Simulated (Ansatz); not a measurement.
Ansatz (a first-principles code) input (CCSD(T)/cc-pCVTZ): A basis named .json is the Basis Set Exchange file of that set (core-valence sets with the plain set on hydrogen).

Ansatz 0.2 input:
```yaml
crystal:
  periodic: [false, false, false]
  atoms:
    - {symbol: B, position_ang: [-0.00527615, 0.68628422, -0.03815181]}
    - {symbol: Cl, position_ang: [1.53762474, -0.08886242, 0.01004358]}
    - {symbol: Cl, position_ang: [-1.53607293, -0.11298588, 0.00117754]}
basis:
  gaussian:
    orbitals: cc-pCVTZ.json
magnetization: {spin_polarized: true, initial_magnetization: 1}
correlation: {method: ccsd_t, electrons: outside_noble_gas}
```

Output:

```
Functional definition: HF
integrals: 0.70 GiB planned
1034 factors; integrals over basis functions are off by at most 5.7e-4 eV
mean field: 0.64 GiB planned
mean field evaluation 1: about -25679.3713 eV, gradient 1.1e1 eV
mean field evaluation 2: about -25679.3754 eV, gradient 1.1e1 eV
mean field evaluation 4: about -25680.6797 eV, gradient 2.5e0 eV
mean field evaluation 8: about -25680.7989 eV, gradient 1.4e-1 eV
mean field evaluation 16: about -25680.7751 eV, gradient 8.7e-1 eV
mean field evaluation 32: about -25678.2515 eV, gradient 2.2e-3 eV
mean field -25680.79935878 eV, -943.7519693642 hartree, gradient 2.7e-6 eV, S^2 0.755813; 1 other end points of the search recorded, 0 dependent functions left out
determinant -25680.79935878 eV, -943.7519693642 hartree, with singles and doubles -25694.05327382 eV, -944.2390417579 hartree
determinant -25678.25148832 eV, -943.6583368518 hartree, with singles and doubles -25691.71610932 eV, -944.1531525470 hartree
11 core orbitals not correlated
reference -25680.79935878 eV, -943.7519693642 hartree; 9, 8 occupied and 141, 142 virtual orbitals, 1034 factors
second order -12.27924769 eV of doubles, -0.00000000 eV of singles
coupled cluster: 1.80 GiB planned
cycle   1  -13.17789407 eV  change   -6.2e-1 eV  update   2.0e-2
cycle   2  -13.21447203 eV  change   -3.7e-2 eV  update   5.5e-3
cycle   3  -13.21533264 eV  change   -8.6e-4 eV  update   2.9e-3
cycle   4  -13.21711681 eV  change   -1.8e-3 eV  update   1.2e-3
cycle   5  -13.21751719 eV  change   -4.0e-4 eV  update   5.1e-4
cycle   6  -13.21753541 eV  change   -1.8e-5 eV  update   1.6e-4
cycle   7  -13.21755012 eV  change   -1.5e-5 eV  update   6.0e-5
cycle   8  -13.21756485 eV  change   -1.5e-5 eV  update   2.2e-5
cycle   9  -13.21755666 eV  change    8.2e-6 eV  update   7.2e-6
perturbative correction -0.61636613 eV, -0.0226510373 hartree
Total energy: -25694.63328156 eV, -944.2603566495 hartree
```
